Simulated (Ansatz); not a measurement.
# SiS (singlet): from Hartree-Fock to the top rungs at distance Si1–S2 = 1.532 Å, cc-pVDZ

How much of the correlation energy of SiS (singlet) does each wave-function method recover here?

Program: Ansatz 0.2.0, Gaussian basis. Level of theory: cc-pVDZ, core rule «outside noble gas», up to 10 orbitals frozen. These are calculated values, not measurements.

Plan: UHF; CCSD(T) on RHF; BCCD(T) on RHF; CISD; CCSDT(Q) on RHF; CCSDTQ on RHF; CASSCF and MRCISD+Q, 2 electrons in 2 orbitals; CASSCF and NEVPT2, 2 electrons in 2 orbitals.

19 further runs of the same task are left out: 2 for a known fault of the program, 14 that didn't finish, 3 set aside as unsound or not needed.

## (1) The geometry

The geometry derives from a PBE0/def2-TZVP stationary point (not a proven minimum). One bond is set to the value named and the two fragments are kept rigid.

2 atoms, charge 0, spin multiplicity 1.

Atoms are counted from 1 here; the program's logs count them from 0.

Bond lengths: Si1–S2 1.532 Å.

Geometry (Å):

```xyz
2
SSi
Si    0.00000    0.00000    0.00000
S     0.00000    0.00000    1.53200
```

## (2) UHF

File in.yaml:

```yaml
crystal:
  periodic: [false, false, false]
  atoms:
    - {symbol: Si, position_ang: [0.000000, 0.000000, 0.000000]}
    - {symbol: S, position_ang: [0.000000, 0.000000, 1.532000]}
basis:
  gaussian: {orbitals: cc-pVDZ}
magnetization: {spin_polarized: true, initial_magnetization: 0}
hamiltonian: {xc: hf}
output: {orbitals: {seedname: orbitals}}
```

Launch:

```console
> ansatz run in.yaml --threads 1 --pin off --events-out ev --progress --plain --max-ram 2393MiB
```

The runs that follow: CCSD(T) on RHF; BCCD(T) on RHF; CISD; CCSDT(Q) on RHF; CCSDTQ on RHF; CASSCF and MRCISD+Q, 2 electrons in 2 orbitals; CASSCF and NEVPT2, 2 electrons in 2 orbitals.

Q: Predict the results of all the runs planned. Wanted: RCCSDTQ from the RHF energy; RMP2 from RCCSDTQ; RCCSD from RCCSDTQ; RCCSD(T) from RCCSDTQ; RCCSDT(Q) from RCCSDTQ; NEVPT2 pair from RCCSDTQ; MRCISD+Q pair from RCCSDTQ; T1 diagnostic.

As calculated:

| quantity | value |
| --- | --- |
| RCCSDTQ from the RHF energy | -5.9846 eV |
| RMP2 from RCCSDTQ | +853.1 meV |
| RCCSD from RCCSDTQ | +223.1 meV |
| RCCSD(T) from RCCSDTQ | +32.8 meV |
| RCCSDT(Q) from RCCSDTQ | -0.2 meV |
| NEVPT2 pair from RCCSDTQ | +934.0 meV |
| MRCISD+Q pair from RCCSDTQ | +70.8 meV |
| levels within 1 kcal/mol (43 meV) | RCCSD(T), BCCD(T), RCCSDT, RCCSDT(Q) |
| T1 diagnostic | 0.012 |

**Reading.** RCCSD(T) lands +32.8 meV from the yardstick (0.5 % of the correlation energy). Of the multireference levels listed MRCISD+Q pair comes nearest in total energy (+70.8 meV), which doesn't show that its space is the better one. These misses are within one basis, not against nature.
